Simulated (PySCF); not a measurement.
Which level of theory gave which numbers?

Compound: CH8Si2.
Bonds: Si1–C2, C2–Si3. Hydrogens: H4, H5, H6 on Si1; H7, H8 on C2; H9, H10, H11 on Si3.

The closed-shell ground state was solved 7 times with PySCF (density fitting, gas phase), always in the pcSseg-2 basis (234 functions), with these functionals: B3LYP, BHandHLYP, CAM-B3LYP, LC-wPBE, LDA, OPBE and PBE0. Isolated species at its PBE0-D3(BJ)/def2-SVP geometry, gas phase.

```csv
row,total energy (Eh),HOMO (eV),LUMO (eV),dipole (D)
P,-621.9170,-9.96,0.70,0.82
Q,-622.0014,-8.59,-0.20,0.84
R,-621.7462,-11.51,1.98,0.84
S,-621.8403,-7.56,-0.54,0.87
T,-619.1947,-7.63,-0.92,0.85
U,-621.6419,-8.80,0.03,0.85
V,-621.9326,-10.15,0.85,0.83
```

Q: Which functional belongs to which row?

A: P = BHandHLYP, Q = B3LYP, R = LC-wPBE, S = OPBE, T = LDA, U = PBE0, V = CAM-B3LYP. By rising HOMO–LUMO gap: LDA (LDA) 6.71 eV; OPBE (GGA) 7.02 eV; B3LYP (global hybrid, 20 % exact exchange) 8.39 eV; PBE0 (global hybrid, 25 % exact exchange) 8.83 eV; BHandHLYP (global hybrid, 50 % exact exchange) 10.66 eV; CAM-B3LYP (range-separated hybrid) 11.00 eV; LC-wPBE (range-separated hybrid) 13.49 eV. Total energies of different functionals aren't bounds to one another; each is stationary for its own functional.
